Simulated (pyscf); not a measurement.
F–GeH: [singlet] + H₂O → O=GeH–F + H₂, a concerted two-bond exchange (singlet surface; H–O, H–O broken, Ge–O, H–H formed). Structures and frequencies: ωB97X-D3(BJ)/def2-SVP in PySCF. Energies in kcal/mol from the separated reactants.

AM1 to PM7: differences of heats of formation from MOPAC, which are fitted to 298 K values and so differ in kind from electronic energies by zero-point and thermal terms. 

**Question.** Quick PM7 single points give ΔE‡ = 32.6 kcal/mol and ΔE = -15.7 kcal/mol. What does ωB97M-D3(BJ)/def2-TZVP give, and how far is the quick result from it?

**Answer.** ωB97M-D3(BJ)/def2-TZVP gives ΔE‡ = 79.6 kcal/mol and ΔE = +22.8 kcal/mol. PM7 lies 47.0 kcal/mol under it in the barrier and 38.5 kcal/mol under it in the reaction energy, so on this step it does not hold to within 3.0 kcal/mol. ωB97M-D3(BJ)/def2-TZVP has limits of its own. On the reactant side the descent ends in an adduct with a Ge–O contact, 16.4 kcal/mol under the separated species and 96.0 kcal/mol under the saddle at ωB97X-D3(BJ)/def2-TZVP. What is counted as formed (Ge–O) is already present as a longer contact in the reactant adduct; forming that adduct is a step of its own. The same reactants have a lower exit, to HO–GeH: [singlet] + HF (highest point, the separated products, at +5.5 kcal/mol at ωB97M-D3(BJ)/def2-TZVP, against +79.6 kcal/mol here). O=GeH–F lies 49.4 kcal/mol over its isomer HO–Ge:–F [singlet] (electronic energy, ωB97M-D3(BJ)/def2-TZVP). One saddle was located; it need not be the lowest between these sides. A restricted solution here is unstable towards spin polarisation, so biradical character is likely and single-reference numbers are less safe. In the def2 sets elements up to Kr have no core potential.
